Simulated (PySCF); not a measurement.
Ligands exchanged one at a time, Al H-Cl. Isolated molecules, 0 K electronic values unless said otherwise. Strings in code marks are SMILES.

Quantity: redistribution energy (mixed species minus the weighted end members), in kJ/mol.

Level 1: PBE0-D3(BJ)/def2-TZVP (PySCF)
Level 2: M06-2X/6-31G* // PBE0-D3(BJ)/def2-TZVP (PySCF)
Level 3: PBE/6-31G* // PBE0-D3(BJ)/def2-TZVP (PySCF)
Level 4: HF/6-31G* // PBE0-D3(BJ)/def2-TZVP (PySCF)

| species | level 2 | level 3 | level 4 |
|---|---|---|---|
| 1 of 3 H replaced by Cl: `[AlH2][Cl]` | -10.59 | -9.98 | -10.91 |
| 2 of 3 H replaced by Cl: `[Cl][AlH][Cl]` | -12.38 | -12.30 | -12.14 |

Task: What does level 1 give for each?

Result: 
- 1 of 3 H replaced by Cl: `[AlH2][Cl]`: -8.52
- 2 of 3 H replaced by Cl: `[Cl][AlH][Cl]`: -10.52
